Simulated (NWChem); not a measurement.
**C2H4F2 (1,1-difluoroethane) at 3 levels**

Aim: a comparison of 3 runs (PBE/6-311+G**, SVWN5/6-311+G**, CCSD(T)/6-311+G**) of C2H4F2 (1,1-difluoroethane). 

The calculation is run with NWChem 7.3.0.

**1. The structure to begin with**

C2H4F2 has 8 atoms, charge 0, and is taken as a singlet. As SMILES, `CC(F)F`. The coordinates come from a PBE0-D4/def2-TZVP relaxation.

Bond lengths: C1–C2 1.497 Å, C2–F3 1.361 Å, C2–F4 1.361 Å, C1–H5 1.091 Å, C1–H6 1.091 Å, C1–H7 1.090 Å, C2–H8 1.095 Å. Some angles: C1–C2–F3 110.3°, C1–C2–F4 110.3°, F3–C2–F4 107.0°, C1–C2–H8 114.0°, F3–C2–H8 107.5°, F4–C2–H8 107.5°, C2–C1–H5 109.4°, C2–C1–H6 109.9°, C2–C1–H7 109.9°, H5–C1–H6 109.3°.

**2. Energy and gradient at PBE/6-311+G(d,p) (run 1)**

c2h4f2.nw reads:

```
echo
start c2h4f2
memory total 2200 mb
geometry units angstrom noautosym nocenter noautoz
  C      0.003300     0.777600     0.023300
  C     -0.052000    -0.718200    -0.008200
  F      0.925500    -1.243400     0.779100
  F      0.168200    -1.172100    -1.271900
  H      0.981400     1.111900    -0.325400
  H     -0.157200     1.132800     1.041800
  H     -0.771000     1.190600    -0.624000
  H     -1.006100    -1.136400     0.329500
end
basis spherical bse
  * library 6-311+G**
end
dft
  xc xpbe96 cpbe96
  grid fine
  convergence energy 1e-08
  maxiter 100
  mulliken
end
task dft gradient
```

Command:

```sh
$ nwchem c2h4f2.nw > c2h4f2.out
```

The program printed:

```text
[...]
          Wavefunction type:  closed shell.
          No. of atoms     :     8
          No. of electrons :    34
[...]
          Charge           :     0
          Spin multiplicity:     1
[...]
          AO basis - number of functions:   112
[...]
              XC Information
              --------------
          PerdewBurkeErnzerhof Exchange Functional  1.000
            Perdew 1991 LDA Correlation Functional  1.000 local
           PerdewBurkeErnz. Correlation Functional  1.000 non-local
[...]
 d= 0,ls=0.0,diis     1   -277.9807626825 -4.11D+02  1.18D-02  1.41D+00     2.8
[...]
 d= 0,ls=0.0,diis    10   -278.1010888480 -1.18D-09  2.13D-07  4.02D-09    22.1
         Total DFT energy =     -278.101088848001
      One electron energy =     -646.939681374884
           Coulomb energy =      269.116930673528
    Exchange-Corr. energy =      -32.988929679646
 Nuclear repulsion energy =      132.710591533000
[...]
  wavefunction    = closed shell
                         DFT ENERGY GRADIENTS
    atom               coordinates                        gradient
                 x          y          z           x          y          z
   1 C       0.006236   1.469451   0.044031    0.000408  -0.001387  -0.000256
   2 C      -0.098266  -1.357201  -0.015496    0.010267  -0.008784  -0.004045
   3 F       1.748941  -2.349685   1.472286   -0.013630   0.007852  -0.012028
   4 F       0.317852  -2.214948  -2.403542   -0.002377   0.006784   0.018406
   5 H       1.854577   2.101186  -0.614917   -0.004871  -0.002084   0.001733
   6 H      -0.297065   2.140682   1.968717    0.000854  -0.002273  -0.005046
   7 H      -1.456979   2.249908  -1.179189    0.003899  -0.002572   0.003164
   8 H      -1.901253  -2.147485   0.622665    0.005450   0.002465  -0.001928
[...]
```

Run time: 28 s. Hardware: 1 thread of Intel Xeon Platinum 8375C at 2.90GHz (Ice Lake), shared host; peak memory 0.12 GiB.

**3. Energy and gradient at SVWN5/6-311+G(d,p) (run 2)**

input.nw reads:

```
start input
memory 2200 mb
charge 0

geometry units angstroms noautosym nocenter noautoz
C        0.003300       0.777600       0.023300
C       -0.052000      -0.718200      -0.008200
F        0.925500      -1.243400       0.779100
F        0.168200      -1.172100      -1.271900
H        0.981400       1.111900      -0.325400
H       -0.157200       1.132800       1.041800
H       -0.771000       1.190600      -0.624000
H       -1.006100      -1.136400       0.329500
end

basis spherical bse
* library 6-311+G**
end

dft
xc slater vwn_5
grid fine
convergence energy 1e-08
iterations 100
mulliken
noprint "final vectors analysis"
end

task dft gradient
```

Command:

```sh
$ nwchem input.nw > input.out
```

The program printed:

```text
[...]
          Wavefunction type:  closed shell.
          No. of atoms     :     8
          No. of electrons :    34
[...]
          Charge           :     0
          Spin multiplicity:     1
[...]
          AO basis - number of functions:   112
[...]
              XC Information
              --------------
                        Slater Exchange Functional  1.000 local
                      VWN V Correlation Functional  1.000 local
[...]
 d= 0,ls=0.0,diis     1   -276.2611939660 -4.09D+02  1.25D-02  2.53D+00     2.2
[...]
 d= 0,ls=0.0,diis    10   -276.3974180874 -7.53D-09  5.79D-07  1.37D-08    16.2
         Total DFT energy =     -276.397418087426
      One electron energy =     -646.748342905463
           Coulomb energy =      268.815247978203
    Exchange-Corr. energy =      -31.174914693167
 Nuclear repulsion energy =      132.710591533000
[...]
  wavefunction    = closed shell
                         DFT ENERGY GRADIENTS
    atom               coordinates                        gradient
                 x          y          z           x          y          z
   1 C       0.006236   1.469451   0.044031    0.000409   0.011733   0.000199
   2 C      -0.098266  -1.357201  -0.015496   -0.003251  -0.010010   0.000903
   3 F       1.748941  -2.349685   1.472286   -0.002405   0.000872  -0.001511
   4 F       0.317852  -2.214948  -2.403542   -0.000828   0.000716   0.002721
   5 H       1.854577   2.101186  -0.614917   -0.006334  -0.001732   0.002283
   6 H      -0.297065   2.140682   1.968717    0.000994  -0.002219  -0.006263
   7 H      -1.456979   2.249908  -1.179189    0.004796  -0.002590   0.004002
   8 H      -1.901253  -2.147485   0.622665    0.006619   0.003229  -0.002333
[...]
```

Run time: 21 s. Hardware: 1 thread of Intel Xeon Platinum 8375C at 2.90GHz (Ice Lake), shared host; peak memory 0.11 GiB.

**4. A single-point energy at CCSD(T)/6-311+G(d,p) (run 3)**

c2h4f2.nw reads:

```
START c2h4f2
memory 2200 mb

GEOMETRY units angstroms noautosym nocenter noautoz
  C      0.003300     0.777600     0.023300
  C     -0.052000    -0.718200    -0.008200
  F      0.925500    -1.243400     0.779100
  F      0.168200    -1.172100    -1.271900
  H      0.981400     1.111900    -0.325400
  H     -0.157200     1.132800     1.041800
  H     -0.771000     1.190600    -0.624000
  H     -1.006100    -1.136400     0.329500
END

BASIS spherical bse
  * library 6-311+G**
END

SCF
  thresh 1e-08
  maxiter 80
  noprint "final vectors analysis"
END

CCSD
  freeze core 4
  maxiter 60
END

TASK ccsd(t) energy
```

Command:

```sh
$ nwchem c2h4f2.nw > c2h4f2.out
```

The program printed:

```text
[...]
  functions       =   112
[...]
  wavefunction    = RHF
[...]
         Total SCF energy =   -277.029589056520
      One-electron energy =   -646.867157530598
      Two-electron energy =    237.126976941078
 Nuclear repulsion energy =    132.710591533000
        Time for solution =     19.4s
[...]
 Total MP2 energy:           -277.740327372658555
[...]
             energy      energy      error      ampl     ampl      Block
                                                time     time      time
[...]
 Total CCSD energy:           -277.765464978867669
[...]
 Total CCSD+T(CCSD) energy:           -277.787474714334166
[...]
 Total CCSD(T) energy:                -277.786014311685562
[...]
```

Run time: 5.5 min. Hardware: 1 thread of Intel Xeon Platinum 8375C at 2.90GHz (Ice Lake), shared host; peak memory 0.47 GiB.

**5. All runs side by side**

| run | level | task | integration grid | energy (Eh) | dipole moment (D) | largest force (eV/Å) | wall time |
| --- | --- | --- | --- | --- | --- | --- | --- |
| 1 | PBE/6-311+G** | gradient | fine | -278.101089 | 2.28 | 1.018 | 28 s |
| 2 | SVWN5/6-311+G** | gradient | fine | -276.397418 | 2.36 | 0.604 | 21 s |
| 3 | CCSD(T)/6-311+G** | energy | – | -277.786014 | – | – | 5.5 min |

**6. What came out**

```
                                          quantity          value
                               run 3: total energy  -277.78601 Eh
run 3: correlation energy (4 core orbitals frozen)     -756.4 mEh
                             run 3: (T) correction     -20.55 mEh
```

Totals of different functionals can't be ranked against each other. All runs together took 6.3 min, the longest 5.5 min.
